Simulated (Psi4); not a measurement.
**quartet SiCl at 6 levels**

Wanted: a comparison of 6 runs (UHF/3-21G, UB3LYP/6-31G*, U-wB97X-V/aug-cc-pVTZ, UDSD-PBEP86/aug-cc-pVTZ, UHSE06/aug-cc-pVTZ, UMP3/aug-cc-pVTZ) of quartet SiCl. 

The calculation is run with Psi4 1.11.

7 further runs of the same task are left out: 5 that didn't finish, 2 set aside as unsound or not needed.

## (1) Starting point

SiCl: 2 atoms, total charge 0, spin state quartet. SMILES of the parent species: `[Si]Cl`. The coordinates come from a PBE0-D4/def2-TZVP relaxation. That shape belongs to the parent species and isn't relaxed for this state.

Bond lengths: Si1–Cl2 2.067 Å.

## (2) Energy and forces at UHF/3-21G (run 1)

Input file job.dat:

```
memory 2.2 GB

molecule molecule1 {
  0 4
  Si     0.881810    -0.293660     0.452120
  Cl    -0.881810     0.293660    -0.452120
  symmetry c1
}

set reference uhf
set puream true
set e_convergence 1e-09
set d_convergence 1e-08
set scf_type pk
set maxiter 100

result, w = gradient("hf/3-21G", return_wfn=True)
oeprop(w, "QUADRUPOLE", "MULLIKEN_CHARGES", "LOWDIN_CHARGES", title="HF")
print_variables()
```

Started as:

```console
psi4 job.dat job.out -n 1
```

job.out:

```text
[...]
  Running in c1 symmetry.
[...]
  Nuclear repulsion =   60.927613994992669
[...]
  Multiplicity = 4
[...]
  Nalpha       = 17
  Nbeta        = 14
[...]
    Number of basis functions: 26
[...]
   @UHF iter   1:  -744.59761057687228   -3.64816e-01   5.15908e-03 DIIS/ADIIS
[...]
   @UHF iter  11:  -744.61909338928581   -3.41061e-12   9.00975e-09 DIIS
[...]
   @S^2 Observed:                3.752429482E+00
[...]
    Orbital Energies [Eh]
    ---------------------
    Alpha Occupied:
       1A   -104.115657     2A    -68.365838     3A    -10.510320
       4A     -7.976631     5A     -7.969855     6A     -7.969855
       7A     -6.180849     8A     -4.279074     9A     -4.279074
      10A     -4.273153    11A     -1.127411    12A     -0.723502
      13A     -0.509763    14A     -0.509763    15A     -0.503358
      16A     -0.331027    17A     -0.331027
    Alpha Virtual:
      18A      0.082721    19A      0.370052    20A      0.438493
      21A      0.438493    22A      0.456332    23A      0.754607
      24A      0.811261    25A      0.811261    26A      0.936566
[...]
  @UHF Final Energy:  -744.61909338928581
   => Energetics <=
    Nuclear Repulsion Energy =             60.9276139949926687
    One-Electron Energy =               -1152.8000101273212294
    Two-Electron Energy =                 347.2533027430426955
    Total Energy =                       -744.6190933892858084
  UHF NO Occupations:
  HONO-2 :   15  A 1.0000000
  HONO-1 :   16  A 1.0000000
[...]
  -Total Gradient:
     Atom            X                  Y                   Z
    ------   -----------------  -----------------  -----------------
       1       -0.000000000000     0.000000000000    -0.042964254213
       2        0.000000000000    -0.000000000000     0.042964254213
[...]
 Multipole Moments:
 ------------------------------------------------------------------------------------
     Multipole            Electronic (a.u.)      Nuclear  (a.u.)        Total (a.u.)
 ------------------------------------------------------------------------------------
 L = 1.  Multiply by 2.5417464519 to convert [e a0] to [Debye]
 Dipole X            :         -0.0000000            0.0000000           -0.0000000
 Dipole Y            :         -0.0000000            0.0000000           -0.0000000
 Dipole Z            :          0.3064530            0.8660898            1.1725428
 Magnitude           :                                                    1.1725428
 L = 2.  Multiply by 1.3450342976 to convert [e a0^2] to [Debye ang]
 Quadrupole XX       :        -20.3293718            0.0000000          -20.3293718
 Quadrupole XY       :          0.0000000            0.0000000            0.0000000
[...]
  Mulliken Charges: (a.u.)
   Center  Symbol    Alpha    Beta     Spin     Total
       1    SI     8.22585  5.37272  2.85313  0.40143
       2    CL     8.77415  8.62728  0.14687 -0.40143
   Total alpha = 17.00000, Total beta = 14.00000, Total charge = -0.00000
  Lowdin Charges: (a.u.)
   Center  Symbol    Alpha    Beta     Spin     Total
       1    SI     8.28281  5.49355  2.78926  0.22364
       2    CL     8.71719  8.50645  0.21074 -0.22364
  Total alpha = 17.00000, Total beta = 14.00000, Total charge =  0.00000
[...]
```

It took 5.7 s on 1 thread of Intel Xeon at 2.70GHz, shared host; peak memory 0.18 GiB.

## (3) The energy at UB3LYP/6-31G(d) (spherical functions) (run 2)

Input file calc.py:

```python
import psi4

psi4.set_memory(2200000000)
psi4.set_num_threads(1)
psi4.core.set_output_file('psi4.out', False)

m = psi4.geometry("""
0 4
Si     0.881810    -0.293660     0.452120
Cl    -0.881810     0.293660    -0.452120
symmetry c1
no_reorient
no_com
""")

options = {'basis': '6-31G*', 'reference': 'uks', 'puream': True, 'e_convergence': 1e-09, 'd_convergence': 1e-08, 'scf_type': 'pk', 'dft_radial_points': 99, 'dft_spherical_points': 590, 'maxiter': 100}
psi4.set_options(options)

e, wfn = psi4.energy('b3lyp', molecule=m, return_wfn=True)
psi4.oeprop(wfn, 'LOWDIN_CHARGES', 'MAYER_INDICES', 'WIBERG_LOWDIN_INDICES')
print('E =', round(e, 9))
```

Started as:

```console
python calc.py
```

psi4.out:

```text
[...]
  Running in c1 symmetry.
[...]
  Nuclear repulsion =   60.927613994992669
[...]
  Multiplicity = 4
[...]
  Nalpha       = 17
  Nbeta        = 14
[...]
    Number of basis functions: 36
[...]
   @UKS iter   1:  -749.52061439036186   -1.40159e-01   4.04339e-03 DIIS/ADIIS
[...]
   @UKS iter  10:  -749.53678640727674   -5.68434e-12   5.87424e-09 DIIS
[...]
   @S^2 Observed:                3.751696394E+00
[...]
    Orbital Energies [Eh]
    ---------------------
    Alpha Occupied:
       1A   -101.557574     2A    -66.182884     3A     -9.489796
       4A     -7.254527     5A     -7.243333     6A     -7.243333
       7A     -5.342248     8A     -3.702282     9A     -3.700385
      10A     -3.700385    11A     -0.860837    12A     -0.523703
      13A     -0.377517    14A     -0.369719    15A     -0.369719
      16A     -0.199583    17A     -0.199583
    Alpha Virtual:
      18A     -0.026491    19A      0.145018    20A      0.209267
      21A      0.221110    22A      0.221110    23A      0.362114
      24A      0.428168    25A      0.428168    26A      0.518164
[...]
  @UKS Final Energy:  -749.53678640727674
   => Energetics <=
    Nuclear Repulsion Energy =             60.9276139949926687
    One-Electron Energy =               -1157.1139189598829944
    Two-Electron Energy =                 386.2401157207386859
    DFT Exchange-Correlation Energy =     -39.5905971631251816
    Empirical Dispersion Energy =           0.0000000000000000
    VV10 Nonlocal Energy =                  0.0000000000000000
    Total Energy =                       -749.5367864072767361
[...]
 Multipole Moments:
 ------------------------------------------------------------------------------------
     Multipole            Electronic (a.u.)      Nuclear  (a.u.)        Total (a.u.)
 ------------------------------------------------------------------------------------
 L = 1.  Multiply by 2.5417464519 to convert [e a0] to [Debye]
 Dipole X            :          5.3686747           -4.9991382            0.3695365
 Dipole Y            :         -1.7878738            1.6648109           -0.1230629
 Dipole Z            :          2.7526170           -2.5631489            0.1894681
 Magnitude           :                                                    0.4331280
[...]
```

The script printed:

```text
E = -749.536786407
```

Wall time 5.7 s (1 thread of Intel Xeon at 2.70GHz, shared host); peak memory 0.3 GiB.

Runs 3 to 4 aren't shown in full; the table further down has their settings and results.

## (4) Energy and gradient at UHSE06/aug-cc-pVTZ (run 5)

Input file clsi.py:

```python
import psi4

psi4.set_memory(2200000000)
psi4.set_num_threads(1)
psi4.set_output_file('output.dat', False)

molecule = psi4.geometry("""
0 4
Si
Cl 1 2.067112
symmetry c1
no_reorient
no_com
""")

psi4.set_options({
    'basis': 'aug-cc-pVTZ',
    'reference': 'uks',
    'puream': True,
    'e_convergence': 1e-09,
    'd_convergence': 1e-08,
    'scf_type': 'pk',
    'dft_radial_points': 99,
    'dft_spherical_points': 590,
    'maxiter': 100,
})

E = psi4.gradient("hse06", molecule=molecule)
print('gradient / Eh bohr^-1')
print(E.np.round(6))
```

Started as:

```console
python clsi.py
```

output.dat:

```text
[...]
  Running in c1 symmetry.
[...]
  Nuclear repulsion =   60.927601474646757
[...]
  Multiplicity = 4
[...]
  Nalpha       = 17
  Nbeta        = 14
[...]
    Number of basis functions: 100
[...]
   @UKS iter   1:  -749.31264470933581   -1.58636e-01   2.82528e-03 DIIS/ADIIS
[...]
   @UKS iter  11:  -749.34745927307847   -3.97904e-12   2.04410e-09 DIIS
[...]
   @S^2 Observed:                3.752248686E+00
[...]
    Orbital Energies [Eh]
    ---------------------
    Alpha Occupied:
       1A   -101.758926     2A    -66.335652     3A     -9.553529
       4A     -7.288482     5A     -7.278831     6A     -7.278831
       7A     -5.389674     8A     -3.724687     9A     -3.724360
      10A     -3.724360    11A     -0.866216    12A     -0.526744
      13A     -0.377130    14A     -0.371168    15A     -0.371168
      16A     -0.200360    17A     -0.200360
    Alpha Virtual:
      18A     -0.047343    19A     -0.002778    20A      0.022475
      21A      0.022475    22A      0.033666    23A      0.054175
      24A      0.057731    25A      0.057731    26A      0.080947
[...]
  @UKS Final Energy:  -749.34745927307847
   => Energetics <=
    Nuclear Repulsion Energy =             60.9276014746467567
    One-Electron Energy =               -1156.9660701673105905
    Two-Electron Energy =                 384.0690605336638441
    DFT Exchange-Correlation Energy =     -37.3780511140784100
    Empirical Dispersion Energy =           0.0000000000000000
    VV10 Nonlocal Energy =                  0.0000000000000000
    Total Energy =                       -749.3474592730784707
[...]
 Multipole Moments:
 ------------------------------------------------------------------------------------
     Multipole            Electronic (a.u.)      Nuclear  (a.u.)        Total (a.u.)
 ------------------------------------------------------------------------------------
 L = 1.  Multiply by 2.5417464519 to convert [e a0] to [Debye]
 Dipole X            :         -0.0000000            0.0000000           -0.0000000
 Dipole Y            :         -0.0000000            0.0000000           -0.0000000
 Dipole Z            :          0.5621115           -0.8660900           -0.3039785
 Magnitude           :                                                    0.3039785
[...]
  -Total Gradient:
     Atom            X                  Y                   Z
    ------   -----------------  -----------------  -----------------
       1       -0.000000000000     0.000000000000     0.000775150226
       2       -0.000000000001    -0.000000000000    -0.000767874361
[...]
```

On the terminal:

```text
gradient / Eh bohr^-1
[[-0.        0.        0.000775]
 [-0.       -0.       -0.000768]]
```

Wall time 1.9 min (1 thread of Intel Xeon at 2.70GHz, shared host); peak memory 1 GiB.

## (5) A single-point energy at UMP3/aug-cc-pVTZ (run 6)

Input file calc.py:

```python
import psi4

psi4.set_memory('2200 MB')
psi4.set_num_threads(1)
psi4.core.set_output_file('psi4.out', False)

m = psi4.geometry("""
0 4
Si     0.881810    -0.293660     0.452120
Cl    -0.881810     0.293660    -0.452120
symmetry c1
""")

options = {'basis': 'aug-cc-pVTZ', 'reference': 'uhf', 'puream': True, 'e_convergence': 1e-09, 'd_convergence': 1e-08, 'scf_type': 'pk', 'num_frozen_docc': 10, 'maxiter': 100, 'mp_type': 'conv'}
psi4.set_options(options)

result, w = psi4.energy('mp3', return_wfn=True)
print('E =', round(result, 9))
```

Started as:

```console
python calc.py
```

psi4.out:

```text
[...]
  Running in c1 symmetry.
[...]
  Nuclear repulsion =   60.927613994992669
[...]
  Multiplicity = 4
[...]
  Nalpha       = 17
  Nbeta        = 14
[...]
    Number of basis functions: 100
[...]
   @UHF iter   1:  -748.34327614028518   -4.43904e-01   1.76790e-03 ADIIS/DIIS
[...]
   @UHF iter  13:  -748.37740307875436   -7.84439e-12   4.43290e-09 DIIS
[...]
   @S^2 Observed:                3.754486620E+00
[...]
    Orbital Energies [Eh]
    ---------------------
    Alpha Occupied:
       1A   -104.854584     2A    -68.862651     3A    -10.579134
       4A     -8.048595     5A     -8.044567     6A     -8.044567
       7A     -6.209185     8A     -4.319178     9A     -4.319178
      10A     -4.309719    11A     -1.121733    12A     -0.717605
      13A     -0.514841    14A     -0.510388    15A     -0.510388
      16A     -0.324226    17A     -0.324226
    Alpha Virtual:
      18A      0.039840    19A      0.056548    20A      0.063125
      21A      0.063125    22A      0.101180    23A      0.120838
      24A      0.137581    25A      0.137581    26A      0.138867
[...]
  @UHF Final Energy:  -748.37740307875436
   => Energetics <=
    Nuclear Repulsion Energy =             60.9276139949926687
    One-Electron Energy =               -1156.9507711890037172
    Two-Electron Energy =                 347.6457541152565796
    Total Energy =                       -748.3774030787544689
  UHF NO Occupations:
  HONO-2 :   15  A 1.0000000
  HONO-1 :   16  A 1.0000000
[...]
 Multipole Moments:
 ------------------------------------------------------------------------------------
     Multipole            Electronic (a.u.)      Nuclear  (a.u.)        Total (a.u.)
 ------------------------------------------------------------------------------------
 L = 1.  Multiply by 2.5417464519 to convert [e a0] to [Debye]
 Dipole X            :          0.0000000            0.0000000            0.0000000
 Dipole Y            :          0.0000000            0.0000000            0.0000000
 Dipole Z            :         -0.3507445            0.8660898            0.5153453
 Magnitude           :                                                    0.5153453
[...]
	SCS-MP2 Total Energy (a.u.)        :  -748.60559971394582
	SOS-MP2 Total Energy (a.u.)        :  -748.60005469131409
[...]
	SOS-PI-MP2 Total Energy (a.u.)     :  -748.61718173843406
[...]
	MP2 Total Energy (a.u.)            :  -748.61668975920907
[...]
	SCS-MP3 Total Energy (a.u.)        :  -748.61134685095544
[...]
	MP3 Total Energy (a.u.)            :  -748.63967830724778
[...]
```

The script printed:

```text
E = -748.639678307
```

Run time: 45 s. Hardware: 1 thread of Intel Xeon at 2.70GHz, shared host; peak memory 1 GiB.

## (6) The series

| run | level | task | integration grid | energy (Eh) | dipole moment (D) | HOMO energy (eV) | LUMO energy (eV) | wall time |
| --- | --- | --- | --- | --- | --- | --- | --- | --- |
| 1 | UHF/3-21G | gradient | – | -744.619093 | 2.98 | -9.01 | -1.91 | 5.7 s |
| 2 | UB3LYP/6-31G* (spherical functions) | energy | 99 radial × 590 angular | -749.536786 | 1.10 | -5.43 | – | 5.7 s |
| 3 | U-wB97X-V/aug-cc-pVTZ | energy | 99 radial × 590 angular | -749.453339 | 0.82 | -7.94 | -4.06 | 42 s |
| 4 | UDSD-PBEP86/aug-cc-pVTZ (density fitting for correlation) | energy | 99 radial × 590 angular | -748.993422 | – | -7.75 | -3.43 | 20 s |
| 5 | UHSE06/aug-cc-pVTZ | gradient | 99 radial × 590 angular | -749.347459 | 0.77 | -5.45 | – | 1.9 min |
| 6 | UMP3/aug-cc-pVTZ | energy | – | -748.639678 | – | -8.82 | -1.52 | 45 s |

## (7) Results

| quantity | value |
| --- | --- |
| run 6: total energy | -748.63968 Eh |
| run 6: HOMO energy (Hartree–Fock orbitals) (highest over α and β) | -8.82 eV |
| run 6: LUMO energy (Hartree–Fock orbitals) (lowest over α and β) | -1.52 eV |
| run 6: correlation energy (10 core orbitals frozen) | -262.3 mEh |
| run 6: ⟨S²⟩ of the reference determinant | 3.754 |

**Reading.** Over runs 1, 2, 3, 5 the dipole moment (its size) runs from 0.77 D (UHSE06/aug-cc-pVTZ) to 2.98 D (UHF/3-21G). The two ends differ in method and basis. Totals of different functionals can't be ranked against each other. All runs together took 3.8 min, the longest 1.9 min.
